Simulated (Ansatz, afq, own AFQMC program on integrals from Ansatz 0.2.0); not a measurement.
# ZrHCl2, sextet → ZrHCl$_{2}$, quartet

```xyz
4

Zr    0.0000    0.0000    0.9366
Cl    0.0000   -1.2797   -1.2530
Cl    0.0000    1.2797   -1.2530
H     0.0000    0.0000    3.3821
```

Connectivity, by distances: Cl–ZrH–Cl.

E(quartet, charge +0) − E(sextet, charge +0) at this geometry, on UHF and UHF determinants.

Basis def2-SVP with its core potentials. Only valence electrons are correlated. AFQMC by an in-house program on the Cholesky factors that Ansatz 0.2.0 writes for its CCSD(T) run. ph-AFQMC/CISD is guided by a CISD state made of CCSD amplitudes; releasing the constraint for a short imaginary time cuts its bias at the price of noise, slowly where states lie close. Uncertainties: one standard error, sampling alone. No spin–orbit coupling. The metal's outer-core s and p shells are frozen, which shifts wave-function levels against functionals. The errors of all members are added in quadrature.

No full CI on the walks' own integrals is used here; CCSDT(Q) serves as the reference and is uncertain by about the last step of the cluster series. Each member takes its own surest rung, up to full CI.

Errors are counted within def2-SVP, not against nature.

Cautions: no spin-orbit coupling; outer-core shells of the metal frozen; ZrHCl₂ (sextet): another spin lies lower, its ph-AFQMC/CISD value lies 45 ± 5 meV above CCSDT(Q); ZrHCl₂ (quartet): lower spins were not checked, its ph-AFQMC/CISD value lies 52 ± 5 meV above CCSDT(Q).

```json
{"level": "HF", "vertical spin gap (kcal/mol)": "-46.7"}
{"level": "CCSD", "vertical spin gap (kcal/mol)": "-59.4"}
```

Problem. From these cheaper values, estimate the vertical spin gap at the reference level in def2-SVP.

Solution. -59.8 kcal/mol (CCSDT(Q) in def2-SVP).

| level | vertical spin gap (kcal/mol) | error against CCSDT(Q) (kcal/mol) |
| --- | --- | --- |
| MP2 | -55.1 | 4.7 |
| CCSD(T) | -59.7 | 0.1 |
| CCSDT | -59.8 | 0.0 |
| ph-AFQMC/CISD | -59.6 ± 0.2 | 0.2 ± 0.2 |
| released AFQMC | -59.7 ± 0.3 | 0.1 ± 0.3 |

Correlation beyond CCSD(T) takes off 0.1 kcal/mol. The perturbative (T) step is worth −0.3 kcal/mol.

A walk keeps the symmetry of its determinant, which the program's search chose and which needn't be the lowest solution, so a lower state of the same spin and another symmetry isn't excluded. Released energies are given only where the last usable release times agree within the noise; a slower fall can still hide under it.
